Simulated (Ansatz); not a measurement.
Input for Ansatz (development build ahead of 0.2.0):

```yaml
crystal:
  periodic: [false, false, false]
  atoms:
    - { symbol: C, position_ang: [-0.00687, 0.00114, -0.50457] }
    - { symbol: "N", position_ang: [-0.00396, -0.00826, 0.66046] }
    - { symbol: H, position_ang: [-0.00699, -0.00612, -1.57706] }
basis:
  gaussian: { orbitals: cc-pVTZ }
total_charge: 1
magnetization:
  initial_magnetization: 1
hamiltonian:
  xc: hf
correlation:
  method: ccsd_t
  frozen_orbitals: { C: 1, H: 0, "N": 1 }
```

The input is written out in the form of the current development build from the run's settings. Correlation on restricted open-shell orbitals is semicanonical, with singles.

The run gave:

```json
{
 "Converged": "yes",
 "Reference energy": "-92.46655 hartree",
 "CCSD correlation energy": "-0.29526 hartree",
 "Triples correction": "-0.01251 hartree",
 "Total energy": "-92.77431 hartree",
 "Spin squared of the determinant": "0.750",
 "Stability test": "minimum among restricted orbitals",
 "T1 diagnostic": "0.017",
 "Largest doubles amplitude": "0.11",
 "Occupied orbitals by symmetry in an Abelian subgroup (alpha; beta)": "6 A' 1 A''; 5 A' 1 A''"
}
```
